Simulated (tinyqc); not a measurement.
Worked calculation: RKS/exchange-only LDA in the sto-3g basis, for H2O, spin multiplicity 1. One step of it, computed by the program tinyqc.

Question. Iteration 1: diagonalisation and new density. Diagonalise F' = X^T F X, C = X C', fill 5 alpha and 5 beta electrons from the bottom; D = 2 C_occ C_occ^T. Each column has its largest component positive (the first on a tie).

Kohn-Sham matrix F (hartree), lower triangle:
```
,1O 1s,1O 2s,1O 2px,1O 2py,1O 2pz,2H 1s,3H 1s
1O 1s,-16.697772
1O 2s,-4.414482,-1.081324
1O 2px,0.000000,0.000000,0.760862
1O 2py,0.000000,0.000000,0.000000,0.647858
1O 2pz,-0.008709,-0.133154,0.000000,0.000000,0.718928
2H 1s,-0.607472,-0.335488,0.000000,-0.105191,-0.093538,-0.136597
3H 1s,-0.607472,-0.335488,0.000000,0.105191,-0.093538,-0.093812,-0.136597
```

X, lower triangle:
```
,1O 1s,1O 2s,1O 2px,1O 2py,1O 2pz,2H 1s,3H 1s
1O 1s,1.023374
1O 2s,-0.134263,1.127607
1O 2px,0.000000,0.000000,1.000000
1O 2py,0.000000,0.000000,0.000000,1.066935
1O 2pz,-0.005313,0.048722,0.000000,0.000000,1.022462
2H 1s,0.017649,-0.194823,0.000000,-0.163030,-0.090168,1.099145
3H 1s,0.017649,-0.194823,0.000000,0.163030,-0.090168,-0.040079,1.099145
```

Give: F' = X^T F X; orbital energies; coefficients C; D after iteration 1.

Answer.

F' = X^T F X (hartree), lower triangle:
```
,1,2,3,4,5,6,7
1,-16.3347
2,-2.4992,-0.1347
3,0.0000,0.0000,0.7609
4,0.0000,0.0000,0.0000,0.8084
5,-0.0193,-0.0442,0.0000,0.0000,0.7731
6,-0.0521,-0.2108,0.0000,-0.2382,-0.1404,0.0182
7,-0.0521,-0.2108,0.0000,0.2382,-0.1404,-0.0388,0.0182
```

orbital energies (hartree): MO1 -16.7124, MO2 -0.2371, MO3 -0.0718, MO4 0.4112, MO5 0.7609, MO6 0.8214, MO7 0.9373

coefficients C:
```
,MO1,MO2,MO3,MO4,MO5,MO6,MO7
1O 1s,0.9920,-0.1325,0.0000,-0.2522,0.0000,-0.0260,0.0000
1O 2s,0.0336,0.3594,0.0000,1.0987,0.0000,0.1742,0.0000
1O 2px,0.0000,0.0000,0.0000,0.0000,1.0000,0.0000,0.0000
1O 2py,0.0000,0.0000,0.1660,0.0000,0.0000,0.0000,1.0789
1O 2pz,0.0027,0.1077,0.0000,-0.0697,0.0000,1.0235,0.0000
2H 1s,-0.0065,0.5112,0.6941,-0.5163,0.0000,-0.2816,-0.4402
3H 1s,-0.0065,0.5112,-0.6941,-0.5163,0.0000,-0.2816,0.4402
```

D after iteration 1, lower triangle:
```
,1O 1s,1O 2s,1O 2px,1O 2py,1O 2pz,2H 1s,3H 1s
1O 1s,2.1306
1O 2s,-0.5828,2.6749
1O 2px,0.0000,0.0000,2.0000
1O 2py,0.0000,0.0000,0.0000,0.0551
1O 2pz,0.0120,-0.0755,0.0000,0.0000,0.0329
2H 1s,0.1121,-0.7674,0.0000,0.2304,0.1820,2.0193
3H 1s,0.1121,-0.7674,0.0000,-0.2304,0.1820,0.0923,2.0193
```
